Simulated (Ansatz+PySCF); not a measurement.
The numbers below are computed, except where a source is named.
## Ansatz (development build ahead of 0.2.0) run

```yaml
crystal:
  periodic: [false, false, false]
  atoms:
    - { symbol: P, position_ang: [0.0, 0.0, 0.0] }
    - { symbol: O, position_ang: [0.0, 0.0, 2.12] }
basis:
  gaussian: { orbitals: STO-3G }
magnetization:
  initial_magnetization: 1
hamiltonian:
  xc: hf
correlation:
  method: fci
  frozen_orbitals: { O: 1, P: 5 }
```

The input is written out in the form of the current development build from the run's settings.

Results

```yaml
Converged: yes
Total_energy: -410.72026 hartree
State: lowest doublet root, of any spatial symmetry
```
